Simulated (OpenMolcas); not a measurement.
# SOS-MP2/cc-pVTZ-DK (DKH2, RICD fitting, electric field -0.01 a.u., field axis z) run of BSiH3S (SMILES B1[SiH2]S1)

What is the energy difference between two shapes of BSiH3S at SOS-MP2/cc-pVTZ-DK (DKH2, RICD fitting, electric field -0.01 a.u., field axis z)? 

The calculation is run with OpenMolcas 26.06.

1 further run of the same task is left out (set aside as unsound or not needed).

## (1) The structure to begin with

The species is BSiH3S (6 atoms), meant as a singlet with charge 0. As SMILES, `B1[SiH2]S1`. Geometry: relaxed at GFN2-xTB.

Bond lengths: B1–Si2 1.906 Å, B1–S3 1.749 Å, Si2–S3 2.257 Å, B1–H4 1.160 Å, Si2–H5 1.460 Å, Si2–H6 1.461 Å. Angles: B1–Si2–S3 48.8°, Si2–B1–S3 76.1°, B1–S3–Si2 55.1°, B1–Si2–H5 124.7°, B1–Si2–H6 124.7°, S3–Si2–H5 106.9°, S3–Si2–H6 107.0°, Si2–B1–H4 152.4°, S3–B1–H4 131.5°, H5–Si2–H6 109.1°.

## (2) The energy at SOS-MP2/cc-pVTZ-DK (DKH2, RICD fitting, electric field -0.01 a.u., field axis z)

run.inp reads:

```
* BH3SSi SOS-MP2

&GATEWAY
  Coord
  6
  bohr
  B     -1.44278700    -1.53319150    -0.57988136
  Si     0.37299414     1.48615621     0.17062337
  S      1.47931540    -2.61806437     0.51665112
  H     -3.21931853    -2.60833228    -1.28316183
  H      2.20818277     2.67413254    -1.51162972
  H      0.60163211     2.59931828     2.68739842
  Basis=cc-pVTZ-DK
  Group=NoSym
  RICD
  aCD

&SEWARD
  Relativistic=R02E00

&FFPT
  Dipole
  Z 0.01

&SCF
  PrOrbitals=1

&MBPT2
  SOSMP2
  Frozen=11
```

The run is started by

```
$ export MOLCAS_MEM=1860
$ pymolcas run.inp > run.log
```

Output:

```text
--- Start Module: gateway ---
[...]
--- Stop Module: gateway /rc=_RC_ALL_IS_WELL_ ---
[...]
      Basis functions          140
[...]
--- Start Module: scf ---
[...]
       Convergence after  12 Iterations
[...]
::    Total SCF energy                               -714.6185909696
[...]
      Total spin, S                                     0.0000000000
[...]
      Total electronic charge=   38.000000
      Total            charge=   -0.000000
[...]
      Dipole Moment (debye):
      Origin of the operator (angstrom)=    0.2964   -0.4028    0.1059
                   X= -9.3007E-01               Y=  1.7697E+00               Z= -1.4029E+00           Total=  2.4423E+00
      Quadrupole Moment (debye*angstrom):
[...]
--- Stop Module: scf /rc=_RC_ALL_IS_WELL_ ---
[...]
--- Start Module: mbpt2 ---
[...]
WARNING!
Default frozen orbitals as non valence orbitals is overwritten by user input.
Default values:   8
[...]
::    Total MBPT2 energy                             -715.0184503524
[...]
--- Stop Module: mbpt2 /rc=_RC_ALL_IS_WELL_ ---
[...]
```

It took 8.7 s on 1 thread of Arm Neoverse V1, shared host.

## (3) The distorted shape, same level

run.inp reads:

```
* BH3SSi SOS-MP2
>>> EXPORT MOLCAS_PRINT=2

&GATEWAY
 COORD
 6
 bohr
 B     -1.47719513    -1.67948842    -0.76095303
 Si     0.17181768     1.51886926     0.19293915
 S      1.59495908    -2.64252309     0.41825308
 H     -3.17742708    -2.71164738    -1.31826539
 H      2.12864420     2.53218765    -1.51116296
 H      0.46879003     2.64889336     2.87824753
 BASIS
 cc-pVTZ-DK
 GROUP
 NoSym
 RICD
 ACD

&SEWARD
 RELATIVISTIC
 R02E00

&FFPT
 DIPOLE
 Z 0.01

&SCF
 PRORBITALS
 1

&MBPT2
 SOSMP2
 FROZEN
 11
```

The run is started by

```
$ export MOLCAS_MEM=1860
$ pymolcas run.inp > run.log
```

Output:

```text
--- Start Module: gateway ---
[...]
--- Stop Module: gateway /rc=_RC_ALL_IS_WELL_ ---
[...]
      Basis functions          140
[...]
--- Start Module: scf ---
[...]
       Convergence after  12 Iterations
[...]
::    Total SCF energy                               -714.6064021142
[...]
      Total spin, S                                     0.0000000000
[...]
      Total electronic charge=   38.000000
      Total            charge=   -0.000000
[...]
      Dipole Moment (debye):
      Origin of the operator (angstrom)=    0.2786   -0.4148    0.0747
                   X= -1.4566E+00               Y=  1.8814E+00               Z= -1.5802E+00           Total=  2.8563E+00
      Quadrupole Moment (debye*angstrom):
[...]
--- Stop Module: scf /rc=_RC_ALL_IS_WELL_ ---
[...]
--- Start Module: mbpt2 ---
[...]
WARNING!
Default frozen orbitals as non valence orbitals is overwritten by user input.
Default values:   8
[...]
::    Total MBPT2 energy                             -715.0081296335
[...]
--- Stop Module: mbpt2 /rc=_RC_ALL_IS_WELL_ ---
[...]
```

Wall time 8.7 s (1 thread of Arm Neoverse V1, shared host).

## (4) Summary of results

Level: SOS-MP2/cc-pVTZ-DK (DKH2, RICD fitting, electric field -0.01 a.u., field axis z), 11 core orbitals frozen.

```
                                                     quantity          value
                                    first shape: total energy  -715.01845 Eh
              first shape: dipole moment (mean-field density)         2.44 D
           first shape: HOMO–LUMO gap (Hartree–Fock orbitals)       11.46 eV
    first shape: correlation energy (11 core orbitals frozen)     -399.9 mEh
                                distorted shape: total energy  -715.00813 Eh
          distorted shape: dipole moment (mean-field density)         2.86 D
       distorted shape: HOMO–LUMO gap (Hartree–Fock orbitals)       11.18 eV
distorted shape: correlation energy (11 core orbitals frozen)     -401.7 mEh
                       energy change with the atoms displaced       0.281 eV
```

With the atoms displaced the energy rises by 0.28 eV (27.1 kJ/mol). The first shape isn't relaxed at this level, so the change isn't measured from a minimum. Mulliken charges (distorted shape) of the mean-field density run from -0.30 on S3 to +0.21 on Si2; they depend strongly on the basis.
